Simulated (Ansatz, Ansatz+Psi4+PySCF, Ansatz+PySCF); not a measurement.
```yaml
atoms:
  - { symbol: C, position_ang: [-1.3980, 0.4358, 0.0211] }
  - { symbol: S, position_ang: [0.1184, -0.6148, -0.0193] }
  - { symbol: C, position_ang: [1.3631, 0.5762, 0.0416] }
  - { symbol: H, position_ang: [-2.2539, -0.2371, -0.0246] }
  - { symbol: H, position_ang: [-1.4347, 1.0104, 0.9466] }
  - { symbol: H, position_ang: [-1.4208, 1.1046, -0.8402] }
  - { symbol: H, position_ang: [1.1714, 1.5910, -0.2797] }
  - { symbol: H, position_ang: [2.3762, 0.2112, 0.1267] }
```

Basis set: cc-pVTZ on H, C; cc-pV(T+d)Z on S (spherical functions). Frozen core: 7 orbitals. Correlation on ROHF uses semicanonical orbitals with singles. Charge 0, multiplicity 2.

Computed with Ansatz (development build ahead of 0.2.0); each method stands on the lowest determinant of its kind that the runs found.

Q: Give the atomization energy at this shape (free ground-state atoms in the same class of orbitals less the molecule, no zero-point energy) of doublet C2H5S by ROHF-MP2, ROHF, UHF.

A:

| method | atomization energy |
| --- | --- |
| ROHF-MP2 | 2728.7 kJ/mol |
| ROHF | 2089.4 kJ/mol |
| UHF | 2064.9 kJ/mol |
